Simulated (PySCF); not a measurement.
Method: PBE-D3(BJ)/def2-TZVP // B3LYP-D3(BJ)/def2-TZVP in PySCF 2.14.0. Isolated molecules, 0 K electronic values unless said otherwise. 

Reference species (SMILES): `N#C` (neutral, multiplicity 1).

```json
{
  "S1 oscillator strength": "0.000",
  "LUMO": "-0.86 eV"
}
```

Changed species: `C(O)#N` (X = hydroxy; the reference has X = H).

Predict the effect on the S1 oscillator strength and LUMO.

the S1 oscillator strength is nearly the same; the LUMO decreases by 0.47 eV, to -1.33 eV.
